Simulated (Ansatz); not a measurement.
# H4O2Si: rotation by 120° about the Si2–O3 bond, part 1 of 2

Aim: the minimum-energy path and barrier of the rotation by 120° about the Si2–O3 bond. The ends are relaxed first, then joined by a nudged elastic band. SMILES of the start: O[SiH2]O.

Method: RKS B3LYP-D4/def2-SVP, in Ansatz 0.2.0.

### Step 1. The system as given

Bond lengths: O1–Si2 1.622 Å, Si2–O3 1.633 Å, O1–H4 0.952 Å, Si2–H5 1.486 Å, Si2–H6 1.485 Å, O3–H7 0.994 Å. Angles: O1–Si2–O3 105.0°, O1–Si2–H5 110.7°, O1–Si2–H6 110.1°, O3–Si2–H5 108.9°, O3–Si2–H6 110.1°, H5–Si2–H6 111.9°, Si2–O1–H4 111.9°, Si2–O3–H7 115.7°.

Structure file:

```xyz
7

O    -1.3544   -0.2124    0.2622
Si    0.1112    0.4382    0.0191
O     1.0853   -0.8271   -0.3227
H    -1.7448   -0.5200   -0.5497
H     0.0897    1.3578   -1.1486
H     0.5771    1.1216    1.2529
H     1.2972   -1.4262    0.4411
```

### Step 2. End point A

input.yaml reads:

```yaml
crystal:
  periodic: [false, false, false]
  atoms:
    - { symbol: O, position_ang: [-1.3544, -0.2124, 0.2622] }
    - { symbol: Si, position_ang: [0.1112, 0.4382, 0.0191] }
    - { symbol: O, position_ang: [1.0853, -0.8271, -0.3227] }
    - { symbol: H, position_ang: [-1.7448, -0.52, -0.5497] }
    - { symbol: H, position_ang: [0.0897, 1.3578, -1.1486] }
    - { symbol: H, position_ang: [0.5771, 1.1216, 1.2529] }
    - { symbol: H, position_ang: [1.2972, -1.4262, 0.4411] }
basis:
  gaussian: { orbitals: def2-SVP }
hamiltonian:
  xc: b3lyp
  dispersion: d4
relax:
  f_tol: 0.015
  max_steps: 40
```

Command:

```bash
$ ansatz run input.yaml --threads 1 --pin off --max-ram 2048MiB --backend cpu --events-out ev --progress --plain --runs-dir out
```

The program printed (excerpt; [...] marks lines left out):

```text
Warning: RAYON_NUM_THREADS=1 ignored (pool sized by the plan → 1); use --threads N
[...]
Functional definition: B3LYP
[...]
670 factors; integrals over basis functions are off by at most 4.2e-4 eV
[...]
mean field -12033.62637045 eV, -442.2276124293 hartree, gradient 4.0e-5 eV, S^2 0.000000; 0 other end points of the search recorded, 0 dependent functions left out
[...]
reference -12033.62657504 eV, -442.2276199476 hartree; 17, 17 occupied and 49, 49 virtual orbitals, 670 factors
relax step   1: F+E_penalty+E_count = -12033.78003128 eV  Δ(F+E_penalty+E_count) = +0.000e0 eV  max|allowed force component| = 1.496e0 eV/Å  Δτ_max = 0.0000 Å  (22 SCF iters, accepted)
[...]
relax step   5: F+E_penalty+E_count = -12033.96269411 eV  Δ(F+E_penalty+E_count) = -2.662e-3 eV  max|allowed force component| = 2.448e-2 eV/Å  Δτ_max = 0.0131 Å  (23 SCF iters, accepted)
[...]
relax step   6: F+E_penalty+E_count = -12033.96280053 eV  Δ(F+E_penalty+E_count) = -1.064e-4 eV  max|allowed force component| = 8.679e-3 eV/Å  Δτ_max = 0.0033 Å  (18 SCF iters, accepted)
670 factors; integrals over basis functions are off by at most 4.4e-4 eV
mean field -12033.81148937 eV, -442.2344154239 hartree, gradient 8.9e-5 eV, S^2 0.000000; 1 other end points of the search recorded, 0 dependent functions left out
[...]
reference -12033.81169261 eV, -442.2344228930 hartree; 17, 17 occupied and 49, 49 virtual orbitals, 670 factors
Total energy: -12033.96300378 eV, -442.2399834756 hartree
Atom 0 at    -1.429753    -0.133901     0.270618 Å, force     0.008088    -0.002382    -0.006671 eV/Å
Atom 1 at     0.121415     0.414769     0.014857 Å, force    -0.004914     0.000010    -0.004195 eV/Å
Atom 2 at     1.197631    -0.807662    -0.330265 Å, force     0.001234    -0.003495     0.008679 eV/Å
Atom 3 at    -1.882901    -0.524450    -0.486611 Å, force    -0.003311     0.001487     0.006504 eV/Å
Atom 4 at     0.197408     1.306801    -1.170938 Å, force     0.000863     0.003317     0.000996 eV/Å
Atom 5 at     0.471530     1.112347     1.279177 Å, force    -0.001638     0.001275    -0.000087 eV/Å
Atom 6 at     1.385971    -1.436004     0.377462 Å, force    -0.000322    -0.000212    -0.005225 eV/Å
Dipole moment:    -0.054106    -0.213808    -0.009374 e Å
```

It took 12 s on 1 thread of Arm Neoverse V1, shared host; peak memory 0.12 GiB.

Step by step:

| step | energy from step 1 (eV) | largest force component (eV/Å) |
| --- | --- | --- |
| 1 | 0.0000 | 1.4958 |
| 2 | -0.1382 | 0.6557 |
| 3 | -0.1800 | 0.1845 |
| 4 | -0.1800 | 0.1538 |
| 5 | -0.1827 | 0.0245 |
| 6 | -0.1828 | 0.0087 |

Step 1 is the start.

After: Bond lengths: O1–Si2 1.665 Å, Si2–O3 1.665 Å, O1–H4 0.965 Å, Si2–H5 1.486 Å, Si2–H6 1.486 Å, O3–H7 0.965 Å. Angles: O1–Si2–O3 113.1°, O1–Si2–H5 111.6°, O1–Si2–H6 104.1°, O3–Si2–H5 104.0°, O3–Si2–H6 111.6°, H5–Si2–H6 112.7°, Si2–O1–H4 116.8°, Si2–O3–H7 116.9°.

### Step 3. Relaxing end B

The second end starts from a geometry with the move made by hand.

input.yaml: that of step 2 with these lines changed.

```diff
@@ -9,3 +9,3 @@
     - { symbol: H, position_ang: [0.5771, 1.1216, 1.2529] }
-    - { symbol: H, position_ang: [1.2972, -1.4262, 0.4411] }
+    - { symbol: H, position_ang: [1.98588, -0.59518, -0.67253] }
 basis:
```

Command:

```bash
$ ansatz run input.yaml --threads 1 --pin off --max-ram 2048MiB --backend cpu --events-out ev --progress --plain --runs-dir out
```

The program printed (excerpt; [...] marks lines left out):

```text
Warning: RAYON_NUM_THREADS=1 ignored (pool sized by the plan → 1); use --threads N
[...]
Functional definition: B3LYP
[...]
668 factors; integrals over basis functions are off by at most 3.6e-4 eV
[...]
mean field -12033.61235102 eV, -442.2270972244 hartree, gradient 5.0e-5 eV, S^2 0.000000; 0 other end points of the search recorded, 0 dependent functions left out
[...]
reference -12033.61255560 eV, -442.2271047428 hartree; 17, 17 occupied and 49, 49 virtual orbitals, 668 factors
relax step   1: F+E_penalty+E_count = -12033.76533158 eV  Δ(F+E_penalty+E_count) = +0.000e0 eV  max|allowed force component| = 2.189e0 eV/Å  Δτ_max = 0.0000 Å  (21 SCF iters, accepted)
[...]
relax step   4: F+E_penalty+E_count = -12033.87596457 eV  Δ(F+E_penalty+E_count) = +2.283e-3 eV  max|allowed force component| = 6.628e-1 eV/Å  Δτ_max = 0.0830 Å  (26 SCF iters, rejected (line search))
[...]
relax step   7: F+E_penalty+E_count = -12033.88790480 eV  Δ(F+E_penalty+E_count) = -4.247e-4 eV  max|allowed force component| = 2.820e-1 eV/Å  Δτ_max = 0.0404 Å  (23 SCF iters, accepted)
[...]
relax step  10: F+E_penalty+E_count = -12033.89134691 eV  Δ(F+E_penalty+E_count) = -2.856e-4 eV  max|allowed force component| = 8.213e-2 eV/Å  Δτ_max = 0.0564 Å  (22 SCF iters, accepted)
[...]
relax step  11: F+E_penalty+E_count = -12033.89363375 eV  Δ(F+E_penalty+E_count) = -2.287e-3 eV  max|allowed force component| = 1.012e-1 eV/Å  Δτ_max = 0.1452 Å  (26 SCF iters, accepted)
[...]
relax step  12: F+E_penalty+E_count = -12033.89605048 eV  Δ(F+E_penalty+E_count) = -2.417e-3 eV  max|allowed force component| = 3.480e-2 eV/Å  Δτ_max = 0.0724 Å  (27 SCF iters, accepted)
[...]
668 factors; integrals over basis functions are off by at most 5.4e-4 eV
mean field -12033.74480371 eV, -442.2319647711 hartree, gradient 3.7e-5 eV, S^2 0.000000; 0 other end points of the search recorded, 0 dependent functions left out
[...]
reference -12033.74500569 eV, -442.2319721938 hartree; 17, 17 occupied and 49, 49 virtual orbitals, 668 factors
```

### Step 4. The output, continued: end point B relaxed

Output, continued (excerpt; [...] marks lines left out):

```text
relax step  13: F+E_penalty+E_count = -12033.89621034 eV  Δ(F+E_penalty+E_count) = -1.599e-4 eV  max|allowed force component| = 2.288e-1 eV/Å  Δτ_max = 0.0545 Å  (22 SCF iters, accepted)
[...]
relax step  19: F+E_penalty+E_count = -12033.89998134 eV  Δ(F+E_penalty+E_count) = -9.521e-5 eV  max|allowed force component| = 2.955e-2 eV/Å  Δτ_max = 0.0160 Å  (21 SCF iters, accepted)
[...]
relax step  20: F+E_penalty+E_count = -12033.90010038 eV  Δ(F+E_penalty+E_count) = -1.190e-4 eV  max|allowed force component| = 1.501e-3 eV/Å  Δτ_max = 0.0131 Å  (21 SCF iters, accepted)
668 factors; integrals over basis functions are off by at most 5.3e-4 eV
[...]
mean field -12033.74899292 eV, -442.2321187216 hartree, gradient 2.1e-5 eV, S^2 0.000000; 1 other end points of the search recorded, 0 dependent functions left out
[...]
reference -12033.74919502 eV, -442.2321261487 hartree; 17, 17 occupied and 49, 49 virtual orbitals, 668 factors
Total energy: -12033.90030248 eV, -442.2376792457 hartree
Atom 0 at    -1.316131    -0.240208     0.194582 Å, force     0.000228    -0.001157    -0.000792 eV/Å
Atom 1 at     0.173788     0.488957     0.069447 Å, force     0.000436     0.001408    -0.000729 eV/Å
Atom 2 at     1.436493    -0.581743    -0.097541 Å, force     0.001056     0.000495    -0.000262 eV/Å
Atom 3 at    -1.730691    -0.576181    -0.607972 Å, force    -0.001225     0.000381     0.000224 eV/Å
Atom 4 at     0.171194     1.423969    -1.099513 Å, force    -0.000640     0.000509     0.000732 eV/Å
Atom 5 at     0.389110     1.178926     1.357160 Å, force     0.000098    -0.000135     0.000089 eV/Å
Atom 6 at     1.626216    -0.930799    -0.975493 Å, force     0.000047    -0.001501     0.000738 eV/Å
Dipole moment:    -0.059090    -0.101398    -0.565885 e Å
```

Wall time 36 s (1 thread of Arm Neoverse V1, shared host); peak memory 0.12 GiB.

The steps of the relaxation:

| step | energy from step 1 (eV) | largest force component (eV/Å) |
| --- | --- | --- |
| 1 | 0.0000 | 2.1891 |
| 2 | -0.0898 | 0.7737 |
| 3 | -0.1129 | 0.2124 |
| 4x | -0.1106 | 0.6628 |
| 5 | -0.1187 | 0.0821 |
| 6 | -0.1221 | 0.0913 |
| 7 | -0.1226 | 0.2820 |
| 8x | -0.0738 | 1.5949 |
| 9 | -0.1257 | 0.0895 |
| 10 | -0.1260 | 0.0821 |
| 11 | -0.1283 | 0.1012 |
| 12 | -0.1307 | 0.0348 |
| 13 | -0.1309 | 0.2288 |
| 14 | -0.1333 | 0.0691 |
| 15 | -0.1342 | 0.0204 |
| 16x | 0.1121 | 3.1545 |
| 17 | -0.1346 | 0.0278 |
| 18x | -0.1343 | 0.1591 |
| 19 | -0.1346 | 0.0296 |
| 20 | -0.1348 | 0.0015 |

Step 1 is the start. 4 steps were tried and not accepted (marked x).

After: Bond lengths: O1–Si2 1.663 Å, Si2–O3 1.664 Å, O1–H4 0.964 Å, Si2–H5 1.497 Å, Si2–H6 1.477 Å, O3–H7 0.964 Å. Angles: O1–Si2–O3 113.9°, O1–Si2–H5 109.3°, O1–Si2–H6 105.7°, O3–Si2–H5 109.0°, O3–Si2–H6 106.1°, H5–Si2–H6 112.9°, Si2–O1–H4 118.4°, Si2–O3–H7 118.3°.

### Step 5. The band

crystal.atoms is end A as relaxed above, and neb.final_atoms is end B, turned to lie on A. With 5 inner images the band has 7 in all.

input.yaml reads:

```yaml
crystal:
  periodic: [false, false, false]
  atoms:
    - { symbol: O, position_ang: [-1.429753, -0.133901, 0.270618] }
    - { symbol: Si, position_ang: [0.121415, 0.414769, 0.014857] }
    - { symbol: O, position_ang: [1.197631, -0.807662, -0.330265] }
    - { symbol: H, position_ang: [-1.882901, -0.52445, -0.486611] }
    - { symbol: H, position_ang: [0.197408, 1.306801, -1.170938] }
    - { symbol: H, position_ang: [0.47153, 1.112347, 1.279177] }
    - { symbol: H, position_ang: [1.385971, -1.436004, 0.377462] }
basis:
  gaussian: { orbitals: def2-SVP }
hamiltonian:
  xc: b3lyp
  dispersion: d4
neb:
  order_check: false
  images: 5
  f_tol: 0.05
  max_iterations: 60
  initial_path: idpp
  final_atoms:
    - { symbol: O, position_ang: [-1.47189531, -0.07837953, 0.27691044] }
    - { symbol: Si, position_ang: [0.11573694, 0.40114808, 0.14777446] }
    - { symbol: O, position_ang: [1.211456, -0.83652814, 0.33820743] }
    - { symbol: H, position_ang: [-1.87704814, -0.52840906, -0.47285977] }
    - { symbol: H, position_ang: [0.3327946, 1.0416338, -1.18766018] }
    - { symbol: H, position_ang: [0.34480968, 1.32820208, 1.27415012] }
    - { symbol: H, position_ang: [1.40544723, -1.39576723, -0.42222249] }
```

Command:

```bash
$ ansatz run input.yaml --threads 1 --pin off --max-ram 2048MiB --backend cpu --events-out ev --progress --plain --runs-dir out
```

The program printed (excerpt; [...] marks lines left out):

```text
Warning: RAYON_NUM_THREADS=1 ignored (pool sized by the plan → 1); use --threads N
[...]
Functional definition: B3LYP
[...]
670 factors; integrals over basis functions are off by at most 4.0e-4 eV
[...]
mean field -12033.81149116 eV, -442.2344154896 hartree, gradient 3.8e-5 eV, S^2 0.000000; 0 other end points of the search recorded, 0 dependent functions left out
[...]
reference -12033.81169425 eV, -442.2344229532 hartree; 17, 17 occupied and 49, 49 virtual orbitals, 670 factors
670 factors; integrals over basis functions are off by at most 4.6e-4 eV
[...]
mean field -12033.74899105 eV, -442.2321186529 hartree, gradient 4.6e-5 eV, S^2 0.000000; 0 other end points of the search recorded, 0 dependent functions left out
[...]
reference -12033.74919363 eV, -442.2321260979 hartree; 17, 17 occupied and 49, 49 virtual orbitals, 670 factors
[...]
NEB iter   9: max|band force component| = 3.219e-2 eV/Å  barrier→ = 0.0872 eV  barrier← = 0.0245 eV  CI = image 3  Δτ_max = 0.0000 Å  (224 SCF iters)
Total energy: -12033.87580714 eV, -442.2367790583 hartree
Atom 0 at    -1.314647    -0.295071     0.319850 Å, force     0.007196    -0.011558    -0.010105 eV/Å
Atom 1 at     0.157402     0.447943     0.072734 Å, force     0.012452     0.003731     0.007456 eV/Å
Atom 2 at     1.393159    -0.666698     0.042925 Å, force    -0.032175    -0.002993    -0.006747 eV/Å
Atom 3 at    -1.832827    -0.524927    -0.459512 Å, force    -0.005203     0.008943     0.003742 eV/Å
Atom 4 at     0.125216     1.199002    -1.217343 Å, force    -0.000590    -0.003510    -0.001660 eV/Å
Atom 5 at     0.395045     1.366362     1.210781 Å, force     0.000484     0.002373     0.001430 eV/Å
Atom 6 at     1.137953    -1.594710    -0.015134 Å, force     0.017835     0.003015     0.005884 eV/Å
Dipole moment:    -0.253560    -0.251504    -0.296532 e Å
this run last wrote the band of iteration 9 to <dir>
```

Wall time 83 s (1 thread of Arm Neoverse V1, shared host); peak memory 0.12 GiB.

### Step 6. The band, image by image

Images 0 and 6 are the ends. Energies count from image 0; the path length is the program's own measure over all atoms.

| image | path (Å) | energy (eV) | dihedral O1–Si2–O3–H7 (°) | band force (eV/Å) |
| --- | --- | --- | --- | --- |
| 0 | 0.000 | 0.0000 | -67 | - |
| 1 | 0.274 | 0.0177 | -43 | 0.006 |
| 2 | 0.548 | 0.0636 | -16 | 0.007 |
| 3* | 0.822 | 0.0872 | 12 | 0.032 |
| 4 | 1.096 | 0.0758 | 39 | 0.025 |
| 5 | 1.369 | 0.0647 | 63 | 0.026 |
| 6 | 1.643 | 0.0627 | 82 | - |

The star marks the climbing image.

image, energy (eV) and a bar:
```
        0      0.000 
        1      0.018 ######
        2      0.064 ######################
        3      0.087 ##############################
        4      0.076 ##########################
        5      0.065 ######################
        6      0.063 ######################
```

How the highest energy settled:

| iteration | highest image above image 0 (eV) | largest band force (eV/Å) |
| --- | --- | --- |
| 1 | 0.2214 | 0.565 |
| 2 | 0.1767 | 0.432 |
| 3 | 0.1597 | 0.475 |
| 4 | 0.1485 | 0.476 |
| 5 | 0.1240 | 0.427 |
| 6 | 0.0914 | 0.178 |
| 7 | 0.0879 | 0.111 |
| 8 | 0.0877 | 0.077 |
| 9 | 0.0872 | 0.032 |

The band as a trajectory file:

```xyz
7
image=0 dE=0.0000
O    -1.430   -0.134    0.271
Si    0.121    0.415    0.015
O     1.198   -0.808   -0.330
H    -1.883   -0.524   -0.487
H     0.197    1.307   -1.171
H     0.472    1.112    1.279
H     1.386   -1.436    0.377
7
image=1 dE=0.0177
O    -1.374   -0.196    0.303
Si    0.140    0.443    0.032
O     1.268   -0.738   -0.286
H    -1.836   -0.567   -0.458
H     0.173    1.314   -1.171
H     0.443    1.207    1.270
H     1.248   -1.530    0.264
7
image=2 dE=0.0636
O    -1.330   -0.263    0.318
Si    0.153    0.451    0.053
O     1.352   -0.685   -0.150
H    -1.828   -0.552   -0.455
H     0.138    1.271   -1.190
H     0.410    1.296    1.245
H     1.165   -1.587    0.133
7
image=3 dE=0.0872
O    -1.315   -0.295    0.320
Si    0.157    0.448    0.073
O     1.393   -0.667    0.043
H    -1.833   -0.525   -0.460
H     0.125    1.199   -1.217
H     0.395    1.366    1.211
H     1.138   -1.595   -0.015
7
image=4 dE=0.0758
O    -1.352   -0.257    0.325
Si    0.149    0.430    0.093
O     1.365   -0.695    0.213
H    -1.869   -0.476   -0.458
H     0.157    1.099   -1.245
H     0.398    1.403    1.180
H     1.213   -1.572   -0.155
7
image=5 dE=0.0647
O    -1.411   -0.169    0.340
Si    0.135    0.407    0.112
O     1.305   -0.755    0.318
H    -1.907   -0.441   -0.439
H     0.218    0.993   -1.262
H     0.407    1.411    1.162
H     1.315   -1.514   -0.276
7
image=6 dE=0.0627
O    -1.464   -0.065    0.317
Si    0.126    0.396    0.155
O     1.209   -0.862    0.283
H    -1.897   -0.490   -0.432
H     0.315    1.067   -1.169
H     0.400    1.290    1.297
H     1.373   -1.404   -0.496
```

### Step 7. Vibrations at the top

The geometry is the highest inner image of the first converged band.

input.yaml reads:

```yaml
crystal:
  periodic: [false, false, false]
  atoms:
    - { symbol: O, position_ang: [-1.314647, -0.295071, 0.31985] }
    - { symbol: Si, position_ang: [0.157402, 0.447943, 0.072734] }
    - { symbol: O, position_ang: [1.393159, -0.666698, 0.042925] }
    - { symbol: H, position_ang: [-1.832827, -0.524927, -0.459512] }
    - { symbol: H, position_ang: [0.125216, 1.199002, -1.217343] }
    - { symbol: H, position_ang: [0.395045, 1.366362, 1.210781] }
    - { symbol: H, position_ang: [1.137953, -1.59471, -0.015134] }
basis:
  gaussian: { orbitals: def2-SVP }
hamiltonian:
  xc: b3lyp
  dispersion: d4
phonons: {}
```

Command:

```bash
$ ansatz run input.yaml --threads 1 --pin off --max-ram 2048MiB --backend cpu --events-out ev --progress --plain --runs-dir out
```

The program printed (excerpt; [...] marks lines left out):

```text
Warning: RAYON_NUM_THREADS=1 ignored (pool sized by the plan → 1); use --threads N
[...]
Functional definition: B3LYP
[...]
671 factors; integrals over basis functions are off by at most 3.9e-4 eV
[...]
mean field -12033.72379176 eV, -442.2311925962 hartree, gradient 5.6e-5 eV, S^2 0.000000; 0 other end points of the search recorded, 0 dependent functions left out
[...]
reference -12033.72399661 eV, -442.2312001243 hartree; 17, 17 occupied and 49, 49 virtual orbitals, 671 factors
[...]
671 factors; integrals over basis functions are off by at most 3.9e-4 eV
[...]
mean field -12033.72364853 eV, -442.2311873326 hartree, gradient 2.4e-6 eV, S^2 0.000000; 0 other end points of the search recorded, 0 dependent functions left out
[...]
reference -12033.72385346 eV, -442.2311948638 hartree; 17, 17 occupied and 49, 49 virtual orbitals, 671 factors
[...]
671 factors; integrals over basis functions are off by at most 3.9e-4 eV
[...]
WARN: phonons: modes at or below zero, which the zero-point energy, F, S and C_V leave out: 1, the lowest at -251.13 cm⁻¹. A minimum has none, and a first-order saddle one
Total energy: -12033.87580525 eV, -442.2367789889 hartree
Atom 0 at    -1.314647    -0.295071     0.319850 Å, force     0.007196    -0.011557    -0.010118 eV/Å
Atom 1 at     0.157402     0.447943     0.072734 Å, force     0.012377     0.003734     0.007414 eV/Å
Atom 2 at     1.393159    -0.666698     0.042925 Å, force    -0.032180    -0.002994    -0.006708 eV/Å
Atom 3 at    -1.832827    -0.524927    -0.459512 Å, force    -0.005190     0.008953     0.003765 eV/Å
Atom 4 at     0.125216     1.199002    -1.217343 Å, force    -0.000579    -0.003508    -0.001666 eV/Å
Atom 5 at     0.395045     1.366362     1.210781 Å, force     0.000520     0.002337     0.001433 eV/Å
Atom 6 at     1.137953    -1.594710    -0.015134 Å, force     0.017856     0.003036     0.005880 eV/Å
Dipole moment:    -0.253559    -0.251504    -0.296533 e Å
Vibrations: -251.13 208.57 303.50 625.89 742.71 768.55 834.83 874.00 913.42 988.07 996.85 2208.90 2274.88 3880.78 3883.31 cm⁻¹, zero-point energy 1.209111 eV
```

It took 50 s on 1 thread of Arm Neoverse V1, shared host; peak memory 0.12 GiB.

Of 15 modes, 1 is imaginary by more than 30 cm⁻¹ (251i cm⁻¹).

(Continued in part 2 of 2.)
